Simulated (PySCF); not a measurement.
# Highest orbital energy against ionisation energy along the second row

Calculated with PySCF 2.14, no spin-orbit coupling. Each cell gives −ε(HOMO) / ΔSCF in eV; NIST values include spin-orbit coupling, (s) semi-empirical, (t) theoretical.

| species | UHF | LDA | PBE | PBE0 | r2SCAN | NIST (lowest levels) |
| --- | --- | --- | --- | --- | --- | --- |
| Li (aug-cc-pCVQZ-DK, spin-free X2C) | 5.344 / 5.343 | 3.165 / 5.474 | 3.227 / 5.590 | 3.831 / 5.571 | 3.264 / 5.393 | 5.392 |
| Be (aug-cc-pCVQZ-DK, spin-free X2C) | 8.417 / 8.044 | 5.599 / 9.027 | 5.610 / 8.998 | 6.494 / 8.972 | 5.743 / 8.793 | 9.323 |
| B (aug-cc-pCVQZ-DK, spin-free X2C) | 8.672 / 8.039 | 4.110 / 8.644 | 4.170 / 8.672 | 5.373 / 8.645 | 4.585 / 8.768 | 8.298 |
| C (aug-cc-pCVQZ-DK, spin-free X2C) | 11.942 / 10.795 | 6.124 / 11.688 | 6.095 / 11.537 | 7.648 / 11.510 | 6.572 / 11.664 | 11.260 |
| N (aug-cc-pCVQZ-DK, spin-free X2C) | 15.528 / 13.886 | 8.399 / 15.002 | 8.299 / 14.725 | 10.210 / 14.696 | 8.891 / 14.801 | 14.534 |
| O (aug-cc-pCVQZ-DK, spin-free X2C) | 14.188 / 12.014 | 7.443 / 13.996 | 7.594 / 14.055 | 9.478 / 13.840 | 7.917 / 13.709 | 13.618 |
| F (aug-cc-pCVQZ-DK, spin-free X2C) | 18.491 / 15.638 | 10.359 / 17.948 | 10.299 / 17.646 | 12.559 / 17.434 | 10.782 / 17.527 | 17.423 |
| Ne (aug-cc-pCVQZ-DK, spin-free X2C) | 23.131 / 19.641 | 13.545 / 22.174 | 13.337 / 21.645 | 15.986 / 21.434 | 13.974 / 21.469 | 21.565 |

How far is −ε(HOMO) from ΔSCF on average for each method, and why?

UHF 1.54 eV; LDA -5.65 eV; PBE -5.53 eV; PBE0 -3.82 eV; r2SCAN -5.05 eV. Hartree-Fock orbital energies lack relaxation and so exceed the ΔSCF value; semilocal functionals have convex E(N) from self-interaction, so their HOMO lies far too high; exact exchange moves hybrids part of the way back.
